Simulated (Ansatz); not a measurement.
## Two structures, one formula

The two ends of one reaction step of CH₄FS, doublet (PBE0-D4/def2-TZVP).

A:

```xyz
7
angstrom
H -0.4835 -0.7492 -0.3994
S 2.4372 -1.3524 0.8572
C -0.8958 0.2610 -0.3629
F 0.0297 1.0972 0.2354
H 1.8203 -0.1547 0.8134
H -1.0949 0.6247 -1.3726
H -1.8130 0.2734 0.2288
```

B:

```
atom    x (Å)    y (Å)    z (Å)
  H1   0.6726  -1.1613   0.0651
  S2   1.8948  -1.4018   0.5739
  C3  -1.1370   0.5223  -0.4112
  F4  -0.3834   1.4742   0.1327
  H5   2.0504  -0.1137   0.9147
  H6  -1.1572   0.5190  -1.4933
  H7  -1.9404   0.1614   0.2178
```

Program: Ansatz 0.2.0. Basis: def2-TZVPP. Cores are frozen in the correlated methods; orbitals are unrestricted. B3LYP uses VWN-RPA correlation.

Which structure is lower at CCSD(T), and by how much? (An estimate is asked for; the value comes from the calculation.)

Computed: A, by 0.641 eV (electronic energy, against the other). By their contacts, A is a complex of CH₃F ([CH3][F]) + HS and B is a complex of CH₂F ([CH2][F]) + H₂S.

All methods give the same order:

```csv
method,E(B) − E(A) (eV)
SPW92,0.383
PBE-D4,0.453
BLYP-D4,0.522
r2SCAN-D4,0.439
B97M-V,0.535
PBE0-D4,0.519
B3LYP-D4,0.572
r2SCAN0-D4,0.494
BHLYP-D4,0.649
CAM-B3LYP-D4,0.596
wB97X-V,0.581
wB97M-V,0.566
B2PLYP,0.608
PBE-QIDH,0.584
RPA on PBE,0.738
HF,0.728
MP2,0.641
CCSD,0.667
CCSD(T),0.641
```

T1 diagnostic: at most 0.014. ⟨S²⟩ of the unrestricted Hartree–Fock references: 0.76 (a pure state has 0.75).

Labels in which every atom is bracketed show which atoms are joined, not bond orders.

For scale, one of the runs: CCSD(T)/def2-TZVPP, 160 basis functions, launched by `ansatz run in.yaml --threads 4 --pin off --events-out ev --progress --plain --max-ram 9574MiB`. Hardware: 4 CPU threads of an Arm Neoverse N1, shared host. Wall time 79 s; peak host memory 2.9 GiB.
